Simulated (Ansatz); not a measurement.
# CH₂Al+ (singlet): from Hartree-Fock to the top rungs, 6-31G

An exercise on one series of results from a longer session: the logs are not shown, and one member is left open.

The runs use Ansatz 0.2.0, Gaussian basis; 6-31G, core rule «outside noble gas», up to 6 orbitals frozen.

To be run: UHF; CCSD(T) on RHF; CCSD(T) on UHF; BCCD(T) on RHF; CISD; CCSDT(Q) on RHF; CCSDT(Q) on UHF; CISDTQ; CCSDTQ on RHF; CCSDTQ on UHF; CASSCF and MRCISD+Q, 8 electrons in 10 orbitals; CASSCF and NEVPT4(SD), 8 electrons in 10 orbitals; CASSCF and NEVPT2, 8 electrons in 10 orbitals; Full CI.

5 further runs of the same task are left out: 5 set aside as unsound or not needed.

## The system

The geometry is a PBE0/def2-TZVP stationary point (not a proven minimum) of the parent state, kept for this charge and spin.

4 atoms, charge 1, spin multiplicity 1.

Atoms are counted from 1 here; the program's logs count them from 0.

Bond lengths: Al1–C2 1.970 Å, Al1–H3 1.584 Å, Al1–H4 1.584 Å. Angles: C2–Al1–H3 117.4°, C2–Al1–H4 117.4°, H3–Al1–H4 125.1°.

Set-up of the first run:

File in.yaml:

```yaml
crystal:
  periodic: [false, false, false]
  atoms:
    - {symbol: Al, position_ang: [0.000000, 0.000000, 0.541126]}
    - {symbol: C, position_ang: [0.000000, 0.000000, -1.428933]}
    - {symbol: H, position_ang: [0.000000, 1.405499, 1.270943]}
    - {symbol: H, position_ang: [0.000000, -1.405499, 1.270943]}
basis:
  gaussian: {orbitals: 6-31G}
total_charge: 1
magnetization: {spin_polarized: true, initial_magnetization: 0}
hamiltonian: {xc: hf}
output: {orbitals: {seedname: orbitals}}
```

The run is started by

```console
$ ansatz run in.yaml --threads 1 --pin off --events-out ev --progress --plain --max-ram 4096MiB --backend cpu
```

Steps of the session up to this table: UHF; CCSD(T) on RHF; CCSD(T) on UHF; BCCD(T) on RHF; CISD; CCSDT(Q) on RHF; CCSDT(Q) on UHF; CISDTQ; CCSDTQ on RHF; CCSDTQ on UHF; CASSCF and MRCISD+Q, 8 electrons in 10 orbitals; CASSCF and NEVPT4(SD), 8 electrons in 10 orbitals; CASSCF and NEVPT2, 8 electrons in 10 orbitals; Full CI.

One table of the session follows, with a row left open; its other results are not shown here.

```
            method  from FCI (kcal/mol)
               RHF               +74.63
              RMP2               +28.38
              CISD                +7.85
             RCCSD                +2.87
          RCCSD(T)                +1.19
           BCCD(T)                +1.16
            RCCSDT                +0.32
            CISDTQ                +0.41
         RCCSDT(Q)                +0.12
           RCCSDTQ                +0.01
    CASSCF valence               +14.70
    NEVPT2 valence                +4.21
NEVPT4(SD) valence                +0.79
    MRCISD valence                +0.53
  MRCISD+Q valence                    ?
               FCI                    0
```

**Question.** Estimate the row for MRCISD+Q valence.

As computed: from FCI (kcal/mol): +0.33. In the column «from FCI (kcal/mol)» it lies between RCCSDT (+0.32) and CISDTQ (+0.41).

Caveats from the session: Left out of the table: UHF, UMP2, UCCSD, UCCSD(T), UCCSDT, UCCSDT(Q), UCCSDTQ (another determinant or state than the rows shown).
